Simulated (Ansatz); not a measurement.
Two shapes of doublet B₃.

Shape 1:

```xyz
3

B     0.0000    0.4874   -0.8442
B     0.0000   -0.9748    0.0000
B     0.0000    0.4874    0.8442
```

Shape 2:

```xyz
3

B     0.0000    0.4513   -0.7817
B     0.0000   -0.9026    0.0000
B     0.0000    0.4513    0.7817
```

Basis set: def2-SVP (spherical functions). Correlated methods keep 3 orbitals frozen. Correlation on ROHF uses semicanonical orbitals with singles. Charge 0, multiplicity 2.

Computed with Ansatz (development build ahead of 0.2.0); each method stands on the lowest determinant of its kind that the runs found.

Which shape is lower in energy, and by how much in each method?

```csv
method,E(2) − E(1) (eV)
ROHF,-0.433
UHF,-0.205
ROHF-MP2,-0.289
UHF-MP2,-0.698
```

Shape 2 is lower. Caution for ROHF, ROHF-MP2: an unrestricted determinant lies well below; the determinant may break the point group. Caution for UHF, UHF-MP2: the unrestricted determinant is a mixture of spin states.
